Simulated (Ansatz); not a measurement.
Results of LDA in Ansatz (plane waves, PAW) for bcc Nb.

A relaxed, unreconstructed slab of the (110) face has 6 atoms, two equal faces of 7.461 Å² each and an energy of -26653.3524 eV. A bulk cell of 2 atoms with the same orientation and in-plane k mesh has -8885.1972 eV. Energies are extrapolated to zero smearing.

Settings: plane-wave cutoff 500 eV, 20×20×1 k mesh (along the axes of the cell as run), Fermi–Dirac smearing 0.1 eV, scalar-relativistic PAW data made under PBE.

Worked out: γ = (E_slab − N E_bulk per atom)/2A = [-26653.3524 − 6 × (-8885.1972/2)]/(2 × 7.461) = 0.1501 eV/Å². With 16.022 J/m² per eV/Å² this is 2.40 J/m², or 1.12 eV per surface cell and face.

Ansatz is an electronic-structure program.
